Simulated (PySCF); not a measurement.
Consider azetidine, `C1CNC1` (C3H7N). Coordinates in Å; atoms count from 1 in this order:
```
C    -0.0616    0.9041   -0.3714
C     1.0521   -0.0583    0.0766
N     0.0973   -1.1611   -0.0430
C    -1.0295   -0.2289    0.0116
H    -0.1567    1.8609    0.1598
H    -0.0427    1.0891   -1.4547
H     1.9499   -0.1401   -0.5602
H     1.3843    0.1559    1.1129
H     0.1341   -1.8828    0.6725
H    -1.4559   -0.0770    1.0241
H    -1.8606   -0.4526   -0.6794
```

Energies: ωB97X-D3(BJ)/ma-def2-TZVP (PySCF, density fitting, integration grid level 2) on PBE0-D3(BJ)/def2-SVP structures. Thermal corrections: PBE0-D3(BJ)/def2-SVP frequencies, unscaled, ideal gas at 298.15 K and 1 bar, quasi-RRHO entropy.

Question: What are the vertical and the adiabatic ionisation energy for forming the radical cation?

Answer: 8.95 eV vertical and 8.22 eV adiabatic, the latter with zero-point energy.

Question: Where does the unpaired spin of the relaxed radical cation sit?

Answer: N3 (amine nitrogen) 0.85 (intrinsic atomic orbital populations).

Question: What oxidation potential follows in DMSO (IEF-PCM), given that Fc+/Fc comes at 4.53 V absolute with this functional and basis?

Answer: In the gas phase ΔG of oxidation is 8.212 eV, and solvation is -14.0 kJ/mol for the parent and -260.9 kJ/mol for the product, so the absolute potential is 5.65 V, or 1.12 V against Fc+/Fc. Fc+/Fc in DMSO, 4.53 V, is ωB97X-D3(BJ)/ma-def2-TZVP on PBE0-D3(BJ)/def2-SVP structures with GFN2-xTB thermal terms. Benchmark calculations put it near 5.0 V in acetonitrile and DMSO, so it is about 0.5 V low, and the value against it can read up to that much too high. The solvent is electrostatics only, on gas-phase structures; the absolute scale refers to an electron at rest in vacuum.

Question: How far is −ε(HOMO) from the vertical value by ΔSCF?

Answer: −ε(HOMO) = 8.98 eV, which is 0.03 eV above the ΔSCF value.
